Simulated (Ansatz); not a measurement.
Geometry optimisation, RKS r2SCAN/STO-3G in Ansatz 0.2.0.

The input (input.yaml):

```yaml
crystal:
  periodic: [false, false, false]
  atoms:
    - { symbol: C, position_ang: [-0.8794, -0.6191, 1.521] }
    - { symbol: O, position_ang: [0.2223, -0.7213, 0.6945] }
    - { symbol: C, position_ang: [0.2243, 0.1153, -0.4409] }
    - { symbol: "N", position_ang: [1.3243, -0.3356, -1.3172] }
    - { symbol: "N", position_ang: [0.7197, 1.4017, -0.1352] }
    - { symbol: O, position_ang: [-0.9522, 0.2039, -1.0989] }
    - { symbol: H, position_ang: [-0.777, -1.2117, 2.3916] }
    - { symbol: H, position_ang: [-1.7857, -0.8887, 0.9698] }
    - { symbol: H, position_ang: [-1.047, 0.4734, 1.8961] }
    - { symbol: H, position_ang: [1.2287, 0.2799, -2.0867] }
    - { symbol: H, position_ang: [1.0227, -1.2875, -1.5828] }
    - { symbol: H, position_ang: [0.0892, 1.8136, 0.5656] }
    - { symbol: H, position_ang: [1.542, 1.2798, 0.359] }
    - { symbol: H, position_ang: [-0.9448, -0.5329, -1.707] }
basis:
  gaussian: { orbitals: STO-3G }
hamiltonian:
  xc: r2scan
relax:
  f_tol: 0.015
  max_steps: 40
```

Command:

```bash
$ ansatz run input.yaml --threads 1 --pin off --max-ram 2048MiB --backend cpu --events-out ev --progress --plain --runs-dir out
```

**Question.** Where does it end, and by what steps?

**Answer.** The forces met the threshold. Limits of this set-up: minimal basis. After 11 steps the energy has fallen by 1.815 eV; H8 moved furthest, 0.67 Å.

```
step  energy less start (eV)  largest force component (eV/Å)  accepted
   0                  0.0000                           4.997       yes
   1                 -1.5290                           1.715       yes
   2                 -1.7408                           0.617       yes
   3                 -1.7727                           0.779       yes
   4                 -1.7922                           0.405       yes
   5                 -1.7962                           0.533       yes
   6                 -1.8105                           0.058       yes
   7                 -1.8127                           0.080       yes
   8                 -1.8147                           0.091       yes
   9                 -1.8153                           0.028       yes
  10                 -1.8152                           0.018        no
  11                 -1.8154                           0.008       yes
```

```xyz
14
Properties=species:S:1:pos:R:3
C -0.846 -0.538 1.515
O 0.221 -0.917 0.576
C 0.280 0.101 -0.506
N 1.481 -0.377 -1.305
N 0.576 1.534 -0.144
O -1.003 0.179 -1.210
H -1.064 -1.435 2.122
H -1.769 -0.221 0.987
H -0.536 0.278 2.202
H 1.444 0.230 -2.174
H 1.189 -1.329 -1.673
H -0.208 1.821 0.508
H 1.415 1.464 0.497
H -1.193 -0.819 -1.366
```

The run took 20 s on 1 thread of AMD EPYC 9R45 96-Core Processor (Zen 5), with other jobs on the host, peak memory 0.17 GiB.
